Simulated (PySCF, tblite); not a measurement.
**CH3F2−, a complex of two parts: NMR shifts, interaction energy, infrared bands, spin-spin couplings and core binding energies**

The task here is to estimate one member of a computed series from the others.

Computed with tblite 0.8.0 and PySCF 2.14.0; each step states its level. No surroundings beyond the atoms listed, unless a continuum is named. Atoms count from 0, parts from 1.

### The system as given

6 atoms, charge -1, multiplicity 1; geometry: rigid parts in contact. Parts: 1 = atoms 0–4, `CF`, charge 0; 2 = atom 5, `[F-]`, charge -1.

Set-up of the first run:

Job settings and geometry (Å):

```
{"job": {"kind": "dock", "xc": "GFN2-xTB", "basis": "xTB"}, "charge": -1, "multiplicity": 1, "parts": [{"atoms": "0-4", "charge": 0, "multiplicity": 1}, {"atoms": "5-5", "charge": -1, "multiplicity": 1}]}
C     -0.069464    -0.001273    -0.006598
F      1.288274     0.022709     0.122598
H     -0.503686    -0.047917     0.992729
H     -0.338637    -0.883754    -0.588116
H     -0.376488     0.910234    -0.520612
F     -2.147333     1.701304    -0.878502
```

With the program's defaults for keys left out, this is: GFN2-xTB search for minima from random contacts, gas phase.

Launch:

```console
$ OMP_NUM_THREADS=1 python cluster_run.py task.json out
```

This one command runs all jobs of the session in turn.

Steps of the session up to this table: Docking the parts with GFN2-xTB; Relaxing the molecule at PBE0-D3(BJ)/def2-TZVPD; Shielding tensors: PBE0/aug-pcSseg-2; Coupled-cluster interaction energy: CCSD(T) and MP2.

One table of the session follows, with a row left open; its other results are not shown here.

It belongs to the step «Coupled-cluster interaction energy: CCSD(T) and MP2». 

| method | interaction energy (kcal/mol) |
| --- | --- |
| HF/aug-cc-pVDZ | -12.67 |
| MP2/aug-cc-pVDZ | -12.87 |
| CCSD/aug-cc-pVDZ | -13.02 |
| CCSD(T)/aug-cc-pVDZ | -13.18 |
| HF/aug-cc-pVQZ | -12.72 |
| MP2/aug-cc-pVQZ | -14.06 |
| SCS-MP2/aug-cc-pVQZ | ? |
| MP2, extrapolated | -14.27 |
| CCSD(T), limit estimate | -14.58 |

Estimate the missing values for SCS-MP2/aug-cc-pVQZ.

**Answer.** interaction energy (kcal/mol): -13.30. In the column «interaction energy (kcal/mol)» it lies between MP2/aug-cc-pVQZ (-14.06) and CCSD(T)/aug-cc-pVDZ (-13.18).

Caveats from the session: The interaction energy leaves out the deformation of the parts, 1.17 kcal/mol (MP2); added to the CCSD(T) estimate it gives a binding of about -13.40 kcal/mol.
